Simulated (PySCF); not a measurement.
Molecule: SMILES [O-]P(=O)([O-])[O-], [O$_{4}$P]3-.

Mapped SMILES: `[O:1]=[P:2]([O-:3])([O-:4])[O-:5]`.

Geometry PBE0-D3(BJ)/def2-SVP throughout; GIAO in PySCF, gas phase, one conformer, non-relativistic; equivalent atoms averaged; basis pcSseg-2.

Question: How do the absolute shieldings σ depend on the functional? (ppm; last column core-seconds on 1 thread of an Arm Neoverse V1, shared host)

Answer: 
```tsv
functional	kind	O1/O3/O4/O5	P2	core-s
WP04	global hybrid	203.7	252.5	10
B97-2	global hybrid	207.0	273.4	10
BHandHLYP	global hybrid	210.0	273.2	9.6
CAM-B3LYP	range-separated hybrid	204.8	251.5	14
wB97X-D	range-separated hybrid	204.5	262.0	13
LC-wPBE	range-separated hybrid	209.5	262.6	17
```

Question: Which nucleus moves most, in ppm?

Answer: P2 (phosphorus bonded to 4 O): from 251.5 ppm with CAM-B3LYP to 273.4 ppm with B97-2. The smallest spread is 6.3 ppm, at O1/O3/O4/O5.
